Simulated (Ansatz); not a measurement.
# BN2H5 (SMILES NBN) at B2PLYP/6-311+G(d,p)

Aim: the vertical electron affinity of BN2H5 at B2PLYP/6-311+G**, from 2 runs. 

Program for the calculation: Ansatz 0.2.0.

41 further runs of the same task are left out: 41 set aside as unsound or not needed.

## 1. Starting point

BN2H5: 8 atoms, total charge 0, spin state singlet. As SMILES, `NBN`. The coordinates come from a PBE0-D4/def2-TZVP relaxation.

Bond lengths: N1–B2 1.409 Å, B2–N3 1.409 Å, N1–H4 1.005 Å, N1–H5 1.002 Å, B2–H6 1.200 Å, N3–H7 1.003 Å, N3–H8 1.005 Å. Angles: N1–B2–N3 122.9°, N1–B2–H6 118.5°, N3–B2–H6 118.5°, B2–N1–H4 124.5°, B2–N1–H5 121.9°, B2–N3–H7 121.9°, B2–N3–H8 124.5°, H4–N1–H5 113.6°, H7–N3–H8 113.6°.

## 2. The energy at B2PLYP/6-311+G(d,p)

The input, run.yaml:

```yaml
basis:
  gaussian:
    orbitals: 6-311+G_st__st_.json
crystal:
  periodic: [false, false, false]
  atoms:
    - {symbol: N, position_ang: [-0.971000, 0.516500, -0.581100]}
    - {symbol: B, position_ang: [0.194200, 0.386600, 0.200500]}
    - {symbol: N, position_ang: [0.848200, -0.845200, 0.401400]}
    - {symbol: H, position_ang: [-1.426800, -0.244500, -1.053400]}
    - {symbol: H, position_ang: [-1.423900, 1.400900, -0.713700]}
    - {symbol: H, position_ang: [0.649700, 1.368600, 0.718000]}
    - {symbol: H, position_ang: [1.676700, -0.919800, 0.960900]}
    - {symbol: H, position_ang: [0.545000, -1.720300, 0.011600]}
accuracy: high
output: {orbitals: {seedname: orbitals}}
correlation:
  frozen_orbitals: {B: 1, H: 0, "N": 1}
hamiltonian:
  xc: {name: B2PLYP}
```

The basis set 6-311+G** is read from a file made from the Basis Set Exchange's data (not shown).

Started as:

```
$ ansatz run run.yaml --threads 1 --pin off --max-ram 3480MiB --events-out events.jsonl --progress --plain --runs-dir runs
```

The log of the run:

```text
Warning: RAYON_NUM_THREADS=1 ignored (pool sized by the plan → 1); use --threads N
Functional definition: B2PLYP
  name "B2PLYP"
  parameter a = 0.53
  parameter c = 0.27
  exchange = (1 - a)*b88_x + a*exact_x
  correlation = (1 - c)*lyp_c + c*(mp2_os + mp2_ss)
1919 factors; integrals over basis functions are off by at most 3.4e-9 eV
mean field evaluation 1: about -3725.6115 eV, gradient 6.4e1 eV
mean field evaluation 2: about -3725.6105 eV, gradient 6.4e1 eV
mean field evaluation 4: about -3733.4001 eV, gradient 2.9e0 eV
mean field evaluation 8: about -3733.4205 eV, gradient 2.6e-2 eV
mean field evaluation 16: about -3733.4205 eV, gradient 1.2e-6 eV
mean field -3733.42052517 eV, -137.2006736967 hartree, gradient 2.5e-8 eV, S^2 0.000000; 0 other end points of the search recorded, 0 dependent functions left out
3 core orbitals not correlated: weight in the atoms' cores, before any rotation towards them, 1.000 or more for the frozen orbitals, at most 0.000 for the correlated occupied ones
reference -3733.42055158 eV, -137.2006746673 hartree; 9, 9 occupied and 84, 84 virtual orbitals, 1919 factors
second order -15.25924785 eV of doubles, -0.00000000 eV of singles
Total energy: -3737.54054850 eV, -137.3520817614 hartree
```

Wall time 4.5 s (1 thread of Intel Xeon 6975P-C (Granite Rapids), shared host); peak memory 0.27 GiB.

## 3. The doublet anion, same level

The input, job.yaml:

```yaml
crystal:
  periodic: [false, false, false]
  atoms:
    - {symbol: "N", position_ang: [-0.971000, 0.516500, -0.581100]}
    - {symbol: B, position_ang: [0.194200, 0.386600, 0.200500]}
    - {symbol: N, position_ang: [0.848200, -0.845200, 0.401400]}
    - {symbol: H, position_ang: [-1.426800, -0.244500, -1.053400]}
    - {symbol: H, position_ang: [-1.423900, 1.400900, -0.713700]}
    - {symbol: H, position_ang: [0.649700, 1.368600, 0.718000]}
    - {symbol: H, position_ang: [1.676700, -0.919800, 0.960900]}
    - {symbol: H, position_ang: [0.545000, -1.720300, 0.011600]}
basis:
  gaussian: {orbitals: 6-311+G_st__st_.json}
total_charge: -1
magnetization: {spin_polarized: true, initial_magnetization: 1}
hamiltonian: {xc: {name: B2PLYP}}
correlation: {frozen_orbitals: {B: 1, H: 0, "N": 1}}
accuracy: high
output: {orbitals: {seedname: orbitals}}
```

The basis set 6-311+G** is read from a file made from the Basis Set Exchange's data (not shown).

Started as:

```
$ ansatz run job.yaml --threads 1 --pin off --max-ram 3480MiB --events-out events.jsonl --progress --plain --runs-dir runs
```

The log of the run, shortened:

```text
Warning: RAYON_NUM_THREADS=1 ignored (pool sized by the plan → 1); use --threads N
Functional definition: B2PLYP
  name "B2PLYP"
[...]
1919 factors; integrals over basis functions are off by at most 3.4e-9 eV
[...]
mean field -3732.20396900 eV, -137.1559660821 hartree, gradient 3.7e-8 eV, S^2 0.750158; 7 other end points of the search recorded, 0 dependent functions left out
3 core orbitals not correlated: weight in the atoms' cores, before any rotation towards them, 1.000 or more for the frozen orbitals, at most 0.000 for the correlated occupied ones
reference -3732.20399333 eV, -137.1559669763 hartree; 10, 9 occupied and 83, 84 virtual orbitals, 1919 factors
second order -15.64373494 eV of doubles, -0.00000000 eV of singles
Total energy: -3736.42780177 eV, -137.3111890732 hartree
```

Wall time 15 s (1 thread of Intel Xeon 6975P-C (Granite Rapids), shared host); peak memory 0.37 GiB.

## 4. What came out

At B2PLYP/6-311+G**, 3 core orbitals frozen:

| quantity | value |
| --- | --- |
| singlet BN2H5: total energy | -137.35208 Eh |
| singlet BN2H5: HOMO energy (SCF part's orbitals) | -8.16 eV |
| singlet BN2H5: LUMO energy (SCF part's orbitals) | 0.63 eV |
| singlet BN2H5: HOMO–LUMO gap (SCF part's orbitals) | 8.79 eV |
| doublet anion: total energy | -137.31119 Eh |
| doublet anion: HOMO energy (SCF part's orbitals) (highest over α and β) | 1.90 eV |
| doublet anion: LUMO energy (SCF part's orbitals) (lowest over α and β) | 3.66 eV |
| doublet anion: ⟨S²⟩ | 0.750 |
| vertical electron affinity (to the doublet anion) | -1.113 eV |

In words: The anion lies 1.11 eV (107 kJ/mol) above the neutral: the electron isn't bound at this level, and such a value depends on the basis. The HOMO (doublet anion) lies at positive energy, 1.90 eV; only total energies tell whether the electron is bound.
